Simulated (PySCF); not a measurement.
Nitrogen: a sound run and one with changed settings

Sound run: N [He] 2s2 2p3, N+ [He] 2s2 2p2. All numbers are calculated (PySCF 2.14, no relativity, point nucleus, in aug-cc-pVDZ (4s3p2d, 23 functions)). In the sound run the correlated levels freeze 1s2. The sound run starts from symmetry-adapted Hartree-Fock orbitals and uses a fine grid where one is needed.

Changed run: a valence shell is frozen. This setting is unsound on purpose.

```
species   method  sound run (hartree)  changed run (hartree)  converged
      N      MP2            -54.46817              -54.41196        yes
      N  CCSD(T)            -54.48698              -54.41689        yes
     N+      MP2            -53.93610              -53.88653        yes
     N+  CCSD(T)            -53.95937              -53.88804        yes
```

Ionisation energy of N:

```
 method  sound run (eV)  changed run (eV)
    UHF          13.930            13.930
    MP2          14.478            14.298
SCS-MP2          14.260            14.053
   CCSD          14.346            14.388
CCSD(T)          14.357            14.391
```

Freezing a valence shell removes pair correlation that changes on ionisation.

For comparison, NIST gives 14.534 eV between the lowest levels.
